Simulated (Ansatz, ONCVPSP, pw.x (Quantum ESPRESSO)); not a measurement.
## What a changed setting does to a pw.x run (fcc Rb)

Potential: optimised norm-conserving Vanderbilt (ONCV), ONCVPSP 4.0.1, PBEsol; core [Ar] 3d10, reference 4s2 4p6 5s1; waves: 4s+5s: rc 2.30 bohr, ncon 3, nbas 7, qcut 4.1 1/bohr, 2 projectors; 4p: rc 2.25 bohr, ncon 5, nbas 8, qcut 6.7 1/bohr, 2 projectors, debl 3.4 Ha; d scattering state at 0.44 Ha: rc 2.00 bohr, ncon 4, nbas 7, qcut 5.5 1/bohr, 2 projectors, debl 0.6 Ha; local part: polynomial inside 1.90 bohr (lpopt 5, dvloc0 -1 Ha); core correction: Teter function, fcfact 5, rcfact 1.

The reference run (k-mesh 8³, cutoffs 50/200 Ry, Fermi–Dirac 0.01 Ry, mixing_beta 0.4, conv_thr 1e-9, no spin) gives -0.01 GPa at 87.199 Å³/atom, where all-electron LAPW gives -0.00 GPa. This run, with its own iteration cap, changes conv_thr to 1e-06.

```
&control
  calculation='scf', prefix='x', pseudo_dir='./', outdir='./tmp', tstress=.true., disk_io='none'
/
&system
  ibrav=0, nat=1, ntyp=1, ecutwfc=50, ecutrho=200, nbnd=12,
  occupations='smearing', smearing='fd', degauss=0.01
/
&electrons
  conv_thr=1e-06, mixing_beta=0.4, electron_maxstep=50
/
ATOMIC_SPECIES
Rb 1.0 Rb.UPF
CELL_PARAMETERS angstrom
  0.00000000 3.51960427 3.51960427
  3.51960427 0.00000000 3.51960427
  3.51960427 3.51960427 0.00000000
ATOMIC_POSITIONS crystal
Rb 0.0000 0.0000 0.0000
K_POINTS automatic
8 8 8 0 0 0
```

```bash
pw.x < Rb.scf.in > Rb.scf.out
```

Problem. How does the run end?

Solution. It converges in 4 iterations; the free energy moves by +0.0 meV/atom and the pressure by -0.01 GPa. The result is that of the reference run.

```
Message from routine setup:
     using ibrav=0 with symmetry is DISCOURAGED, use correct ibrav instead
     lattice parameter (alat)  =       9.4061  a.u.
     unit-cell volume          =     588.4480 (a.u.)^3
     number of electrons       =         9.00
     number of Kohn-Sham states=           12
     kinetic-energy cutoff     =      50.0000  Ry
     charge density cutoff     =     200.0000  Ry
     scf convergence threshold =      1.0E-06
     Exchange-correlation= PBESOL
     number of k points=    29  Fermi-Dirac smearing, width (Ry)=  0.0100
     iteration #  1     ecut=    50.00 Ry     beta= 0.40
     c_bands:  1 eigenvalues not converged
     total energy              =     -50.62162430 Ry
     estimated scf accuracy    <       0.00142778 Ry
     iteration #  2     ecut=    50.00 Ry     beta= 0.40
     total energy              =     -50.62165567 Ry
     estimated scf accuracy    <       0.00028050 Ry
     iteration #  3     ecut=    50.00 Ry     beta= 0.40
     total energy              =     -50.62169425 Ry
     estimated scf accuracy    <       0.00002927 Ry
     iteration #  4     ecut=    50.00 Ry     beta= 0.40
     the Fermi energy is     2.0318 ev
!    total energy              =     -50.62169583 Ry
     estimated scf accuracy    <       0.00000017 Ry
     smearing contrib. (-TS)   =      -0.00411811 Ry
     The total energy is F=E-TS. E is the sum of the following terms:
     one-electron contribution =     -27.45460396 Ry
     hartree contribution      =      14.33699671 Ry
     xc contribution           =      -9.58169443 Ry
     ewald contribution        =     -27.91827604 Ry
     convergence has been achieved in   4 iterations
          total   stress  (Ry/bohr**3)                   (kbar)     P=       -0.19
     Message from routine punch:
     Nothing written, as per user request (disk_io='none')
```

The run took about 8.9 s on one core of a shared host (Intel(R) Xeon(R) 6975P-C, 192 threads, 378 GiB, load 128).
